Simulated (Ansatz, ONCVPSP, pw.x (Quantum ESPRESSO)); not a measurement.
# Equation-of-state test of one ONCV potential (Li)

* Element: lithium (Li)
* Generator: ONCVPSP 4.0.1
* Type: optimised norm-conserving Vanderbilt (ONCV)
* Functional: LDA (Perdew-Wang 92)
* Relativity: scalar-relativistic
* Frozen core: [He]
* Valence charge: 1
* Reference configuration: 2s1
* Partial waves: 2s: rc 2.80 bohr, ncon 3, nbas 6, qcut 2.8 1/bohr, 2 projectors, debl 1.7 Ha; p scattering state at 0.18 Ha: rc 2.45 bohr, ncon 4, nbas 9, qcut 4 1/bohr, 2 projectors, debl 3.8 Ha; d scattering state at 0.24 Ha: rc 3.05 bohr, ncon 4, nbas 7, qcut 2.9 1/bohr, 2 projectors, debl 2.5 Ha
* Local potential: polynomial inside 1.60 bohr (lpopt 5, dvloc0 3 Ha)
* Core correction: Teter function, parameters optimised by the program

Atomic tests: cutoffs needed: 2.0 Ha and 3.1 Ha (the cutoffs (Ha) at which the residual kinetic energy of the hardest occupied pseudo-wave falls to 1 and 0.1 mHa per electron) The cutoffs count occupied waves only; projector 2 of the p channel, the hardest unoccupied one, needs 25 Ha at the loose tolerance.; ghost test: no bound ghost flagged; no localised positive-energy state flagged; largest excitation error: -1.8 meV (all-electron minus pseudo) for 2s0 2p1, out of 2 test configurations.

Crystal test: bcc Li in pw.x 7.5, no spin, 14³ k-points, Fermi–Dirac smearing 0.01 Ry, cutoffs 50/200 Ry. The reference is all-electron LAPW (Ansatz 0.2.0) with the same functional, mesh and smearing; V0 and B0 come from Birch–Murnaghan fits to the pressures at five volumes. Errors are pseudo minus all-electron; Δ is the rms difference of the E(V) curves that follow from these fits, minima aligned, over ±6 % about the mean V0. Mesh and smearing are coarse, so the numbers serve the comparison and aren't converged zero-temperature values; the lattice is a test structure that the element need not adopt.

```csv
V (Å³/atom),P all-electron (GPa),P pseudo (GPa)
18.133,0.82,0.82
18.610,0.38,0.39
19.087,-0.02,-0.00
19.564,-0.37,-0.35
20.041,-0.69,-0.66
```

All-electron: a0 = 3.366 Å (V0 = 19.06 Å³/atom), B0 = 15.0 GPa.

Pseudopotential: mean pressure error (GPa): +0.02; a0 (Å): 3.367; a0 error (%): +0.04; B0 error (%): -1.8; Δ (meV/atom): 0.1. The largest radius (3.05 bohr) exceeds half the bond length (2.76 bohr), so the spheres overlap, which is one possible source of error among others.

Question: At the middle volume, how do free energy and pressure move when the wave cutoff is lowered (ecutrho kept at four times it)?

Answer:

| cutoff (Ry) | shift of F (meV/atom) | shift of P (GPa) |
| --- | --- | --- |
| 22 | +0.2 | +0.00 |
| 30 | +0.1 | -0.00 |
| 40 | +0.0 | +0.00 |

Input at the middle volume:

```
&control
  calculation='scf', prefix='x', pseudo_dir='./', outdir='./tmp', tstress=.true., disk_io='low'
/
&system
  ibrav=0, nat=1, ntyp=1, ecutwfc=50, ecutrho=200, nbnd=7,
  occupations='smearing', smearing='fd', degauss=0.01
/
&electrons
  conv_thr=1e-09, mixing_beta=0.4, electron_maxstep=70
/
ATOMIC_SPECIES
Li 1.0 Li.UPF
CELL_PARAMETERS angstrom
  -1.68354952 1.68354952 1.68354952
  1.68354952 -1.68354952 1.68354952
  1.68354952 1.68354952 -1.68354952
ATOMIC_POSITIONS crystal
Li 0.0000 0.0000 0.0000
K_POINTS automatic
14 14 14 0 0 0
```

```bash
pw.x < Li.scf.in > Li.scf.out
```

Lines of the output:

```
Message from routine setup:
     using ibrav=0 with symmetry is DISCOURAGED, use correct ibrav instead
     lattice parameter (alat)  =       5.5104  a.u.
     unit-cell volume          =     128.8055 (a.u.)^3
     number of electrons       =         1.00
     number of Kohn-Sham states=            7
     kinetic-energy cutoff     =      50.0000  Ry
     charge density cutoff     =     200.0000  Ry
     scf convergence threshold =      1.0E-09
     Exchange-correlation= SLA  PW   NOGX NOGC
     number of k points=   104  Fermi-Dirac smearing, width (Ry)=  0.0100
     iteration #  1     ecut=    50.00 Ry     beta= 0.40
     total energy              =      -0.58343243 Ry
     estimated scf accuracy    <       0.00017741 Ry
     iteration #  2     ecut=    50.00 Ry     beta= 0.40
     total energy              =      -0.58344179 Ry
     estimated scf accuracy    <       0.00006430 Ry
     iteration #  3     ecut=    50.00 Ry     beta= 0.40
     total energy              =      -0.58344189 Ry
     estimated scf accuracy    <          1.9E-09 Ry
     iteration #  4     ecut=    50.00 Ry     beta= 0.40
     the Fermi energy is     0.5524 ev
!    total energy              =      -0.58344190 Ry
     estimated scf accuracy    <          3.9E-10 Ry
     smearing contrib. (-TS)   =      -0.00220633 Ry
     The total energy is F=E-TS. E is the sum of the following terms:
     one-electron contribution =       0.43025711 Ry
     hartree contribution      =       0.00091520 Ry
     xc contribution           =      -0.44046169 Ry
     ewald contribution        =      -0.57194618 Ry
     convergence has been achieved in   4 iterations
          total   stress  (Ry/bohr**3)                   (kbar)     P=       -0.01
```

The run at the middle volume (104 k-points, 4 iterations) took about 9.1 s on one core of a shared host (Intel(R) Xeon(R) Platinum 8375C CPU @ 2.90GHz, 128 threads, 992 GiB, load 60).
